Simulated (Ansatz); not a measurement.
Two isomers of C4H9N: A = `NC1CCC1`, B = `CC(C)=CN`.

Calculated with Ansatz (gas phase, PBE0-D4/def2-TZVP geometries, no zero-point term in ΔE). CCSD(T)/CBS is the MP2 limit (def2-TZVPP, def2-QZVPP) plus CCSD(T) − MP2 in def2-TZVPP, frozen cores. DFT in def2-TZVPP. One conformer a species, not always the lowest.

Which isomer does CCSD(T)/CBS put lower? Give the gap. (Best estimate.)

Computed: B, by 9.0 kcal/mol.

Give E(B) − E(A) in kcal/mol with HF/def2-TZVPP, r2SCAN-D4, PBE0-D4, PBE-D4, ωB97M-V, B2PLYP, CCSD/def2-TZVPP. (Estimate.)

Computed: HF/def2-TZVPP -10.9, r2SCAN-D4 -11.3, PBE0-D4 -8.1, PBE-D4 -10.6, ωB97M-V -8.3, B2PLYP -11.7, CCSD/def2-TZVPP -8.0. None reverses the order clearly.

Largest T1 diagnostic: 0.010.

From PBE to PBE0 (25 % exact exchange), in def2-TZVPP and without D4, E(B) − E(A) moves by +2.6 kcal/mol. In def2-TZVPP, CCSD(T) changes the Hartree–Fock value by +2.3 kcal/mol (the triples alone add −0.5 kcal/mol) and MP2 by +3.0 kcal/mol.
